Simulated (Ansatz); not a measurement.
A run of Ansatz (development build ahead of 0.2.0) on quartet BS at this shape:

| atom | x (Å) | y (Å) | z (Å) |
| --- | --- | --- | --- |
| B | 0.0000 | 0.0000 | 0.0000 |
| S | 0.0000 | 0.0000 | 3.6515 |

Its results:

| Property | Result |
| --- | --- |
| Converged | yes |
| Total energy | -422.76527 hartree |
| Spin squared of the determinant | 3.750 |
| Stability test | minimum among restricted orbitals |

**Question.** Which input gives this output? Name the method, the orbitals and the basis set, and write the input.

**Answer.** ωB97X (restricted open-shell) in pcseg-2.

```yaml
crystal:
  periodic: [false, false, false]
  atoms:
    - { symbol: B, position_ang: [0.0, 0.0, 0.0] }
    - { symbol: S, position_ang: [0.0, 0.0, 3.6515] }
basis:
  gaussian: { orbitals: pcseg-2 }
magnetization:
  initial_magnetization: 3
hamiltonian:
  xc: { name: wB97X }
```

Caution: stretched shape with no unrestricted run beside it, a lower state can exist; charge can spread falsely over distant fragments.
